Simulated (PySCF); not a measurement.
Problem. Give a GFN2-xTB geometry of methyl propyl sulfide, `CCCSC`.

Solution. 
Z-matrix in Å and degrees, rows numbered from 1:
```
C 
C   1  1.5241
C   2  1.5205  1  111.08
S   3  1.8231  2  113.14  1  -176.52
C   4  1.8154  3  100.47  2   -72.49
H   1  1.0876  2  110.61  3    60.47
H   1  1.0872  2  110.37  3  -179.49
H   1  1.0882  2  110.55  3   -59.52
H   2  1.0918  1  109.93  3  -120.63
H   2  1.0921  1  109.25  3   121.20
H   3  1.0901  2  110.53  1   -59.54
H   3  1.0911  2  111.52  1    61.80
H   5  1.0865  4  109.43  3   -53.95
H   5  1.0860  4  110.19  3    68.14
H   5  1.0849  4  106.48  3  -172.87
```

Of the pairs four or more bonds apart, H10···H14 is among the closest relative to their van der Waals radii: 2.37 Å, 99 % of the sum of Bondi's values.

The geometry is computed with GFN2-xTB (gas phase).

Point group: C1 (no symmetry element, even within 0.4 Å). Stationary, but not proved a minimum. The numbers are those of one conformer (C1–C2–C3–S4 -177°, C2–C3–S4–C5 -72°).
